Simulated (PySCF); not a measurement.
## Bond length, frequency and bond energy of BCl by level of theory

State: ¹Σ⁺ (singlet), closed shell. Set-up: B cc-pVDZ, Cl cc-pV(D+d)Z; no relativity (PySCF 2.14). De refers to B + Cl in their high-spin ground configurations, without counterpoise correction. A positive dipole means B(−)Cl(+).

```tsv
Level	Re (Å)	ωe (cm⁻¹)	De (eV)	μ (D)	CPU s a point (SCF and correlation, without the integrals)
RHF	1.732	859	3.73	1.24	0.017
RHF-MP2	1.728	873	5.10	n/a	0.024
RHF-SCS-MP2	1.732	864	4.94	n/a	n/a
RHF-CCSD	1.738	856	4.80	n/a	n/a
RHF-CCSD(T)	1.740	851	4.94	n/a	0.16
PBE	1.749	810	5.49	1.53	0.21
r²SCAN	1.741	826	5.31	1.50	0.28
PBE0	1.734	843	5.27	1.48	0.4
B97-3	1.738	837	5.25	1.43	0.16
BHandHLYP	1.726	857	4.86	1.44	0.16
M06-2X	1.736	838	5.33	1.30	0.27
```

Problem. Which functional lies closest to RHF-CCSD(T) in De, which farthest, and by how much do they differ from it?

Solution. Closest is BHandHLYP (-1.4 pm in Re, +0.7 % in ωe, -0.08 eV in De against RHF-CCSD(T) in the same basis), farthest PBE (+0.9 pm in Re, -4.8 % in ωe, +0.55 eV in De). CCSD(T) converges more slowly with the basis than the functionals do and binds too weakly in this one, so the order can change at the basis-set limit.

Problem. What does second-order correlation do here, going from RHF to RHF-MP2?

Solution. RHF-MP2 less RHF: -0.4 pm in Re, +1.6 % in ωe, +1.37 eV in De. Correlation nearly always deepens the well. The bond shortens, as in weak, metallic or heavy-atom bonds, where dispersion and the correlation of outer-core electrons pull the atoms together.

Problem. What does the triples do here, going from RHF-CCSD to RHF-CCSD(T)?

Solution. RHF-CCSD(T) less RHF-CCSD: +0.2 pm in Re, -0.6 % in ωe, +0.14 eV in De. Correlation nearly always deepens the well. The bond lengthens, as in strong covalent bonds, where excitations into antibonding orbitals dominate.

Correlated steps freeze 6 core orbitals. Correlated levels converge slowly with the basis: in double zeta they bind strong bonds too weakly, by up to about 1 eV, and carry superposition errors of some tenths. Where the molecule has an RHF reference, its open-shell atoms are computed with UHF.

The whole job (state search and all levels along the bond) took about 0.44 min on 1 thread of Intel Xeon 6975P-C (shared host), peak memory 0.4 GiB.
